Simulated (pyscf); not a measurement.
HO–Pb:–OH [singlet] + H• → [O=Pb–OH]• + H₂, a hydrogen abstraction (doublet surface; H–O broken, H–H formed). Optimised with ωB97X-D3(BJ)/def2-SVP in PySCF. Energies in kcal/mol from the separated reactants.

Small-basis levels: PySCF, no dispersion term, spherical d functions. AM1 to PM7: differences of heats of formation from MOPAC, which are fitted to 298 K values and so differ in kind from electronic energies by zero-point and thermal terms. GFN2-xTB: tblite. Open shells are spin-unrestricted. 

```
level                    barrier  reaction energy
-----------------------  -------  ---------------
HF/6-31G*+LANL2DZ           19.5             -1.3
MP2/6-31G*+LANL2DZ          30.2            +18.9
SVWN5/6-31G*+LANL2DZ         5.3            +16.2
BP86/6-31G*+LANL2DZ          5.1             +4.3
PBE/6-31G*+LANL2DZ           8.0             +8.5
B3LYP/6-311+G**+LANL2DZ     11.1             +8.1
PBE/def2-SVP                 8.8            +12.5
B3LYP/def2-SVP               9.0             +7.5
GFN2-xTB                    26.6            +42.4
PM3                         10.6             -3.2
PM6                         -7.3             -6.3
PM7                        -10.8            -16.8
ωB97M-D3(BJ)/def2-TZVP      15.5            +10.9
```

Against the last row the barrier runs from -26.2 (PM7) to +14.7 kcal/mol (MP2/6-31G*+LANL2DZ). At SVWN5/6-31G*+LANL2DZ, PBE/6-31G*+LANL2DZ, PBE/def2-SVP, GFN2-xTB, PM6, PM7 this geometry lies under one side, so the entry may be no barrier of that level: it is a single point on another level's saddle. ωB97M-D3(BJ)/def2-TZVP has limits of its own. One saddle was located; it need not be the lowest between these sides. The angle at the transferred H is 162°. In the def2 sets elements past Kr carry core potentials, without spin-orbit coupling.
